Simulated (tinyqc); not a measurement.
Stretching all distances: RHF, UHF, MP2, CISD and CCSD against full CI in the sto-3g basis, for HF, spin multiplicity 1. Computed by the program tinyqc with PySCF. All coordinates are multiplied by the scale. c0^2 is the weight of the RHF determinant in the lowest singlet FCI state (UHF is spin-contaminated and may lie near states of higher spin) and n(LUMO) the first natural occupation beyond the occupied space.

Geometry (angstrom):

| atom | x | y | z |
|---|---|---|---|
| F | 0.0000 | 0.0000 | 0.0000 |
| H | 0.0000 | 0.0000 | 0.8600 |

Full CI energy (hartree) and errors against it (kcal/mol):

| scale | distance 1-2 (angstrom) | E(FCI) | RHF | UHF | MP2 | CISD | CCSD | <S^2> UHF | c0^2 | n(LUMO) |
|---|---|---|---|---|---|---|---|---|---|---|
| 0.940 | 0.808 | -98.55344 | 11.652 | 11.652 | 3.458 | 0.000 | 0.000 | 0.000 | 0.991 | 0.018 |
| 1.280 | 1.101 | -98.59501 | 26.996 | 26.996 | 10.201 | 0.000 | 0.000 | 0.000 | 0.966 | 0.067 |
| 1.620 | 1.393 | -98.53934 | 53.265 | 35.415 | 22.991 | 0.000 | 0.000 | 0.555 | 0.903 | 0.191 |
| 1.960 | 1.686 | -98.49160 | 89.824 | 18.432 | 39.987 | 0.000 | 0.000 | 0.865 | 0.798 | 0.400 |
| 2.300 | 1.978 | -98.46701 | 129.477 | 6.900 | 53.281 | 0.000 | 0.000 | 0.960 | 0.687 | 0.622 |
| 2.640 | 2.270 | -98.45761 | 163.211 | 2.234 | 54.677 | 0.000 | 0.000 | 0.988 | 0.606 | 0.785 |
| 2.980 | 2.563 | -98.45447 | 188.060 | 0.671 | 42.995 | 0.000 | 0.000 | 0.997 | 0.557 | 0.883 |

What does the comparison show, and why?

UHF parts from RHF first at scale 1.62 of those listed, where <S^2> leaves zero. The weight c0^2 goes from 0.99 to 0.56 and n(LUMO) from 0.02 to 0.88: static correlation grows as the bonds break into open-shell fragments. The spread of the error along the curve, which distorts its shape, is CISD 0.0, CCSD 0.0, UHF 34.7, MP2 51.2, RHF 176.4 kcal/mol. With one virtual orbital CISD and CCSD are exact.
